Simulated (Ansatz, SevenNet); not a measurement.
Elastic constant C13 (GPa) of solids drawn from the class of elemental solids other than molecular ones, at two levels: the machine-learned potential SevenNet-l3i5 (trained on PBE and PBE+U data), and PBE (Ansatz, an electronic-structure program, PAW).

```tsv
solid	SevenNet-l3i5	PBE	shift (%)
hcp Co	25.5	114	+347
double-hcp La	23.5	10.2	-57
hcp Cd	27.5	29.3	+6.5
white tin (β-Sn)	30.3	30.2	-0.3
hcp Ru	254	168	-34
hcp Tl	24.6	22.4	-8.9
α-phase Ga	46.1	39.1	-15.2
hcp Be	77.2	10.6	-86
hcp Hf	93.1	66.8	-28
hcp Ti	108	75.3	-30
```

The shifts run from -86 % to +347 %, with a median of -22 %.

Over all 10 rows PBE is the larger in 2.

Ansatz's runs of these crystals have no spin polarisation, but for hcp Co.

Density-functional runs with spin start from parallel moments for hcp Co.

Spin–orbit coupling is left out, also for the solids with elements from indium on (double-hcp La, white tin (β-Sn), hcp Tl, hcp Hf); its size isn't shown.

Each level is taken at its own relaxed cell. Ansatz's density-functional and Hartree–Fock values are scalar-relativistic unless marked +SOC, with PAW data made under PBE.
